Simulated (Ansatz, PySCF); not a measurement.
Potential energy curve for HCl, singlet.

Computed with: UHF/cc-pVDZ (Ansatz, a quantum-chemistry and plane-wave program); RHF/cc-pVDZ (Ansatz); UKS-CAM-B3LYP = Ansatz with unrestricted CAM-B3LYP/cc-pVDZ; RKS-CAM-B3LYP = restricted CAM-B3LYP/cc-pVDZ in Ansatz; UKS-B3LYP = unrestricted B3LYP/cc-pVDZ run with Ansatz; RKS-B3LYP = restricted B3LYP/cc-pVDZ in Ansatz; UKS-PBE = unrestricted PBE/cc-pVDZ in Ansatz; RKS-PBE = Ansatz with restricted PBE/cc-pVDZ; UKS-B3LYP/6-31G* = unrestricted B3LYP/6-31G*, spherical d run with PySCF 2.14.0; RKS-B3LYP/6-31G* = restricted B3LYP/6-31G*, spherical d (PySCF).

Scanned distances (Å): 0.94, 1.01, 1.09, 1.15, 1.21, 1.25, 1.28, 1.32, 1.35, 1.39, 1.50, 1.56, 1.72, 1.92, 2.14, 2.32, 2.60, 2.81, 3.10, 3.47, 3.86, 4.48, 5.04.

### Question
Where does the unrestricted solution first break spin symmetry (<S²> of 0.01 or more)?

### Answer
UHF: between 1.72 and 1.92 Å; UKS-CAM-B3LYP: between 1.92 and 2.14 Å; UKS-B3LYP: between 1.92 and 2.14 Å; UKS-PBE: between 2.14 and 2.32 Å; UKS-B3LYP/6-31G*: between 1.92 and 2.14 Å.

| R / Å | <S²> UHF | E(RHF) − E(UHF) / kcal/mol | <S²> UKS-CAM-B3LYP | E(RKS-CAM-B3LYP) − E(UKS-CAM-B3LYP) / kcal/mol | <S²> UKS-B3LYP | E(RKS-B3LYP) − E(UKS-B3LYP) / kcal/mol | <S²> UKS-PBE | E(RKS-PBE) − E(UKS-PBE) / kcal/mol | <S²> UKS-B3LYP/6-31G* | E(RKS-B3LYP/6-31G*) − E(UKS-B3LYP/6-31G*) / kcal/mol |
|---|---|---|---|---|---|---|---|---|---|---|
| 0.94 | 0.00 | 0.0 | 0.00 | 0.0 | 0.00 | 0.0 | 0.00 | 0.0 | 0.00 | 0.0 |
| 1.01 | 0.00 | 0.0 | 0.00 | 0.0 | 0.00 | 0.0 | 0.00 | 0.0 | 0.00 | 0.0 |
| 1.09 | 0.00 | 0.0 | 0.00 | 0.0 | 0.00 | 0.0 | 0.00 | 0.0 | 0.00 | 0.0 |
| 1.15 | 0.00 | 0.0 | 0.00 | 0.0 | 0.00 | 0.0 | 0.00 | 0.0 | 0.00 | 0.0 |
| 1.21 | 0.00 | 0.0 | 0.00 | 0.0 | 0.00 | 0.0 | 0.00 | 0.0 | 0.00 | 0.0 |
| 1.25 | 0.00 | 0.0 | 0.00 | 0.0 | 0.00 | 0.0 | 0.00 | 0.0 | 0.00 | 0.0 |
| 1.28 | 0.00 | 0.0 | 0.00 | 0.0 | 0.00 | 0.0 | 0.00 | 0.0 | 0.00 | 0.0 |
| 1.32 | 0.00 | 0.0 | 0.00 | 0.0 | 0.00 | 0.0 | 0.00 | 0.0 | 0.00 | 0.0 |
| 1.35 | 0.00 | 0.0 | 0.00 | 0.0 | 0.00 | 0.0 | 0.00 | 0.0 | 0.00 | 0.0 |
| 1.39 | 0.00 | 0.0 | 0.00 | 0.0 | 0.00 | 0.0 | 0.00 | 0.0 | 0.00 | 0.0 |
| 1.50 | 0.00 | 0.0 | 0.00 | 0.0 | 0.00 | 0.0 | 0.00 | 0.0 | 0.00 | 0.0 |
| 1.56 | 0.00 | 0.0 | 0.00 | 0.0 | 0.00 | 0.0 | 0.00 | 0.0 | 0.00 | 0.0 |
| 1.72 | 0.00 | 0.0 | 0.00 | 0.0 | 0.00 | 0.0 | 0.00 | 0.0 | 0.00 | 0.0 |
| 1.92 | 0.48 | 7.0 | 0.00 | 0.0 | 0.00 | 0.0 | 0.00 | 0.0 | 0.00 | 0.0 |
| 2.14 | 0.75 | 23.2 | 0.31 | 2.3 | 0.18 | 0.6 | 0.00 | 0.0 | 0.19 | 0.7 |
| 2.32 | 0.86 | 37.8 | 0.56 | 8.2 | 0.46 | 4.3 | 0.31 | 1.1 | 0.45 | 4.3 |
| 2.60 | 0.94 | 59.0 | 0.79 | 19.8 | 0.72 | 12.8 | 0.66 | 7.3 | 0.72 | 12.8 |
| 2.81 | 0.97 | 72.8 | 0.88 | 28.5 | 0.83 | 19.4 | 0.78 | 12.6 | 0.83 | 19.3 |
| 3.10 | 0.99 | 88.7 | 0.95 | 39.3 | 0.91 | 27.3 | 0.86 | 18.8 | 0.91 | 27.3 |
| 3.47 | 1.00 | 104.4 | 0.98 | 50.2 | 0.97 | 35.0 | 0.92 | 24.7 | 0.96 | 35.0 |
| 3.86 | 1.00 | 116.4 | 1.00 | 58.7 | 0.99 | 40.7 | 0.95 | 28.7 | 0.99 | 40.7 |
| 4.48 | 1.01 | 128.7 | 1.00 | 67.4 | 1.00 | 46.0 | 0.98 | 32.0 | 1.00 | 46.0 |
| 5.04 | 1.01 | 135.4 | 1.00 | 72.1 | 1.00 | 48.5 | 0.99 | 33.4 | 1.00 | 48.4 |
